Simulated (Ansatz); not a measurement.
We consider HgS (P3₂21, No. 154), described by rVV10 in Ansatz (plane waves, PAW).

Run with plane-wave cutoff 520 eV, 12×12×4 k mesh (along the axes of the cell as run), Fermi–Dirac smearing 0.01 eV, scalar-relativistic PAW data made under PBE.

Energies at three volumes about the minimum:

```csv
V (Å³/atom),E − E_lowest (meV/atom)
24.531,0.90
25.032,0.00
25.532,0.65
```

Fit a parabola by hand: where is the minimum, and what is the bulk modulus?

Slopes: (0.00 − 0.90)/(25.032 − 24.531) = -1.796 and (0.65 − 0.00)/(25.532 − 25.032) = 1.300 meV/Å³. Curvature E″ = 2 × (1.300 − (-1.796))/(25.532 − 24.531) = 6.186 meV/Å⁶. From the middle of the first interval, the slope vanishes at V0 = 24.7815 − (-1.796)/6.186 = 25.072 Å³/atom. B = V0 E″ = 25.072 × 6.186 meV/Å³ × 0.1602 GPa per meV/Å³ = 24.8 GPa. The full Birch–Murnaghan fit to all volumes gives V0 = 25.058 Å³/atom and B0 = 24.5 GPa.

Shape and atoms are relaxed at each volume.

Note: the volume lies 6 % above that of the published cell; the bulk modulus comes from volumes at which shape and atoms were relaxed.

Ansatz is an electronic-structure program.
